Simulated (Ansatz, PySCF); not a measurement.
System: allene, C3H4 (charge 0, singlet). SMILES: C=C=C
Structure (B3LYP-D3(BJ)/def2-TZVP (Ansatz, a first-principles code) minimum search):
```xyz
7

C      0.0000     0.0000     0.0000
C     -0.0052     0.0000     1.3001
C      0.0052     0.0000    -1.3001
H     -0.0108     0.9262     1.8632
H     -0.0040    -0.9263     1.8631
H      0.9337     0.0035    -1.8595
H     -0.9188    -0.0034    -1.8668
```


Quantity: enthalpy of formation at 298 K (from the atomisation energy, B3LYP-D3(BJ)/def2-TZVP harmonic zero-point and thermal terms from PySCF, and the atoms' enthalpies of formation in the G2/97 table; no spin-orbit terms, and no core term in the frozen-core levels), in kcal/mol. Correlated levels leave the core frozen unless marked. Open shells are spin-unrestricted. Spin-orbit coupling is left out. Non-relativistic. The coupled-cluster limit lacks core correlation, which all-electron functionals hold. CBS(X,Y): correlation extrapolated as X^-3; Hartree-Fock from the larger set. [CCSD(T)-MP2]/basis is that difference in the basis named.

Measured: 45.4 kcal/mol (Active Thermochemical Tables 1.112 (ions: stationary electron), as tabulated in the package chemicals); it holds spin-orbit and relativistic effects, which these rows lack, and core correlation, which the frozen-core levels lack.

```json
[
 {"level": "revPBE-D3(BJ)/def2-TZVPD", "program": "Ansatz + dftd3", "enthalpy of formation at 298 K (kcal/mol)": "42.6", "error against measurement": "-2.8"},
 {"level": "M06-L/def2-TZVPD", "program": "PySCF", "enthalpy of formation at 298 K (kcal/mol)": "41.9", "error against measurement": "-3.5"},
 {"level": "PBE0-D3(BJ)/def2-TZVPD", "program": "Ansatz + dftd3", "enthalpy of formation at 298 K (kcal/mol)": "38.5", "error against measurement": "-6.9"},
 {"level": "HSE06-D3(BJ)/def2-TZVPD", "program": "Ansatz + dftd3", "enthalpy of formation at 298 K (kcal/mol)": "38.2", "error against measurement": "-7.2"},
 {"level": "CAM-B3LYP-D3(BJ)/def2-TZVPD", "program": "Ansatz + dftd3", "enthalpy of formation at 298 K (kcal/mol)": "42.6", "error against measurement": "-2.8"},
 {"level": "B2PLYP-D4/def2-TZVPD", "program": "Ansatz + dftd4", "enthalpy of formation at 298 K (kcal/mol)": "50.1", "error against measurement": "4.7"},
 {"level": "RI-MP2/cc-pVTZ", "program": "Ansatz", "enthalpy of formation at 298 K (kcal/mol)": "54.1", "error against measurement": "8.7"},
 {"level": "RI-MP2/cc-pVQZ", "program": "Ansatz", "enthalpy of formation at 298 K (kcal/mol)": "43.9", "error against measurement": "-1.5"},
 {"level": "SCS-MP2/6-31G*", "program": "Ansatz", "enthalpy of formation at 298 K (kcal/mol)": "101.9", "error against measurement": "56.5"},
 {"level": "RI-MP2/CBS(aug-cc-pVTZ,aug-cc-pVQZ)+[CCSD(T)-MP2]/aug-cc-pVTZ", "program": "Ansatz", "enthalpy of formation at 298 K (kcal/mol)": "47.5", "error against measurement": "2.1"}
]
```
